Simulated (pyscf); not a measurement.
propane (H₃C–CH₂–CH₃) + H atom (H•) -> H₃C–CH•–CH₃ + hydrogen (H₂) (hydrogen abstraction; doublet surface; C–H broken, H–H formed). Structures and frequencies: ωB97X-D3(BJ)/def2-SVP in PySCF. Energies in kcal/mol from the separated reactants.

```csv
level,barrier,reaction energy
PBE/def2-TZVP,3.3,-4.0
r²SCAN/def2-TZVP,1.9,-7.8
B3LYP-D3(BJ)/def2-TZVP,3.2,-6.9
M06-2X/def2-TZVP,10.3,-3.2
ωB97M-D3(BJ)/def2-TZVP,8.6,-2.9
HF/def2-TZVP,19.7,-2.8
```

The functionals in the table span 8.4 kcal/mol in this barrier, from r²SCAN to M06-2X. One saddle was located; it need not be the lowest between these sides. The angle at the transferred H is 176°.
